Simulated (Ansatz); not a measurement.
One crystal and one scan (energy against volume) at two levels, PBE (plane waves to 420 eV, PAW, scalar-relativistic; Ansatz, a program for electronic structure) and r2SCAN (plane waves to 500 eV, PAW, scalar-relativistic; Ansatz), each from its own relaxed cell and on its own mesh. The cell shown is that of PBE.

Al (fcc, Cu type)

```
CELL_PARAMETERS angstrom
      0.00000     2.01999     2.01999
      2.01999     0.00000     2.01999
      2.01999     2.01999     0.00000
ATOMIC_POSITIONS crystal
  Al 0.00000 0.00000 0.00000
```

The volume is varied about the relaxed value V₀ at fixed cell shape. Symmetry pins the atoms to their sites.

The energy includes the smearing's −TS. Al was relaxed with its symmetry unable to fall. The PAW data are Ansatz's earlier set. Both scans cover V/V₀ from 0.840 to 1.160.

ΔE (meV/atom), each from the relaxed starting cell of its own level:

```
V/V₀   PBE    r2SCAN
-----  ---  --------
0.840  140       162
0.867   92       106
0.893   56        65
0.920   30        35
0.947   12        15
0.973    3         3
1.000    0         0
1.027    3         3
1.053   10        12
1.080   22        26
1.107   37  withheld
1.133   55        64
1.160   76        89
```

Task: Estimate the r2SCAN value at 1.107 from the PBE value there and the ratio of the two levels in the two nearest given rows on that side of the minimum.

Result: At 1.133 and 1.160 the ratio r2SCAN/PBE averages 1.167, which gives 1.167 × 37 = 43 meV/atom. The calculation gives 43 meV/atom, +16.2 % against PBE.

(A scan under strain: stresses follow from slopes of the energy per volume, elastic moduli from its curvatures.)
